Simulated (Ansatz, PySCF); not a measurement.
Isomers of C3H6. Gas-phase values, no solvent. Strings in code marks are SMILES.

Quantity: electronic energy of isomers of C3H6 relative to `C=CC`, in eV.

Level 1: frozen-core MP2/cc-pVQZ // B3LYP-D3(BJ)/def2-TZVP (Ansatz, a quantum-chemistry and plane-wave program)
Level 2: PBE/6-31G* // B3LYP-D3(BJ)/def2-TZVP (PySCF)
Level 3: SVWN5/6-31G* // B3LYP-D3(BJ)/def2-TZVP (PySCF)
Level 4: frozen-core MP2/6-31G* // B3LYP-D3(BJ)/def2-TZVP (PySCF)

```json
[
 {"species": "`C1CC1`", "level 2": "0.183", "level 3": "0.043", "level 4": "0.177"}
]
```

Problem. What does level 1 give for each?

Solution. 
- `C1CC1`: 0.221
